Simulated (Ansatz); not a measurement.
Barrier CH3 (SMILES [CH3]) + C2H4 (SMILES C=C) via C3H7, on the benchmark's geometries as Psi4's copy gives them; open shells unrestricted, no zero-point energy, no spin–orbit coupling.
Transition structure (charge 0, multiplicity 2):
```xyz
10

C     -0.472     0.646     0.000
C     -1.383    -0.364     0.000
H     -0.232     1.165    -0.917
H     -0.232     1.165     0.917
H     -1.727    -0.810     0.923
H     -1.727    -0.810    -0.922
C      1.612    -0.242     0.000
H      2.195     0.669    -0.001
H      1.589    -0.810    -0.919
H      1.590    -0.808     0.920
```

Programs: Ansatz (a quantum-chemistry and plane-wave program). Values without a source in brackets are computed.

The barrier height (kcal/mol) and the share of exact exchange:

| functional | exact exchange (%) | value |
|---|---|---|
| PBE/def2-TZVPPD | 0 | 1.46 |
| PBE0/def2-TZVPPD | 25 | 4.08 |
| BLYP/def2-TZVPPD | 0 | 4.63 |
| B3LYP/def2-TZVPPD | 20 | 5.98 |
| BHLYP/def2-TZVPPD | 50 | 7.84 |
| r2SCAN/def2-TZVPPD | 0 | 2.47 |

Q: Take the value as linear in the share of exact exchange along PBE and PBE0. Give the slope, say whether the sign turns, and set the other functionals against that line.

A: 
Slope: (4.08 − (1.46))/2.5 = 1.05 kcal/mol for each 10 %. The line keeps its sign from 0 to 100 %. At 50 % it gives 6.7 kcal/mol. The LYP pair gives (7.84 − (4.63))/5 = 0.64 for each 10 %. BHLYP, at 50 %, lies 1.1 from the PBE line. B3LYP, at 20 %, lies 2.4 from the PBE line. r2SCAN, with none, stands 1.0 from PBE.
